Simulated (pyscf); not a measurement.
Four-centre exchange: Cl–GaH–Cl + NH₃ → H₂N–Ga(Cl)–Cl + H₂

Gas phase, singlet surface, charge 0. Bonds broken: Ga2–H4, N5–H6. Bonds formed: Ga2–N5, H4–H6. Single points on ωB97X-D3(BJ)/def2-SVP structures (PySCF, gas phase).

Transition state (Å):

```xyz
8

Cl     0.2841     1.9651    -1.1585
Ga     0.2129     0.5424     0.4352
Cl     1.8158     0.3839     1.8405
H     -1.3667     0.7744     1.3640
N     -0.7797    -1.0780     0.0877
H     -1.4474    -0.1144     0.9366
H     -1.1256    -1.2469    -0.8572
H     -0.4405    -1.9545     0.4851
```

One imaginary mode, 1366i cm⁻¹; descent along it reached the two sides named, in the forms told below.

```json
[
 {"bond": "Ga2–H4", "change": "breaks", "reactant side (Å)": "1.554", "saddle": "1.847", "product side": "2.7"},
 {"bond": "N5–H6", "change": "breaks", "reactant side (Å)": "1.021", "saddle": "1.447", "product side": "3.0"},
 {"bond": "Ga2–N5", "change": "forms", "reactant side (Å)": "2.096", "saddle": "1.932", "product side": "1.792"},
 {"bond": "H4–H6", "change": "forms", "reactant side (Å)": "3.1", "saddle": "0.990", "product side": "0.761"}
]
```

Electronic energies relative to the separated reactants (eV):

```csv
level,barrier,reaction energy,reverse barrier
ωB97X-D3(BJ)/def2-TZVP,0.74,-0.23,0.98
PBE/def2-TZVP,0.67,-0.12,0.79
r²SCAN/def2-TZVP,0.62,-0.21,0.83
B3LYP-D3(BJ)/def2-TZVP,0.79,-0.17,0.96
PBE0-D3(BJ)/def2-TZVP,0.67,-0.15,0.82
M06-2X/def2-TZVP,0.65,-0.35,1.00
ωB97M-D3(BJ)/def2-TZVP,0.84,-0.14,0.98
HF/def2-TZVP,1.39,-0.07,1.46
```

With ωB97M-D3(BJ)/def2-TZVP energies and thermal terms (ideal gas, 1 atm, RRHO with modes under 100 cm⁻¹ raised to 100, one conformer, R ln 2 for rigid chiral ones), in eV:

| T (K) | ΔH‡ | ΔG‡ | ΔH | ΔG |
|---|---|---|---|---|
| 298 | 0.76 | 1.21 | -0.27 | -0.19 |
| 600 | 0.77 | 1.66 | -0.20 | -0.14 |
| 900 | 0.80 | 2.10 | -0.16 | -0.13 |
| 1200 | 0.84 | 2.53 | -0.12 | -0.12 |

On the reactant side the descent ends in an adduct with a Ga–N contact, 1.37 eV under the separated species and 2.12 eV under the saddle at ωB97X-D3(BJ)/def2-TZVP. What is counted as formed (Ga–N) is already present as a longer contact in the reactant adduct; forming that adduct is a step of its own. At the saddle there is also a short Ga–H contact that neither side keeps. One saddle was located; it need not be the lowest between these sides. Elements up to Kr have no core potential and no relativistic terms here.
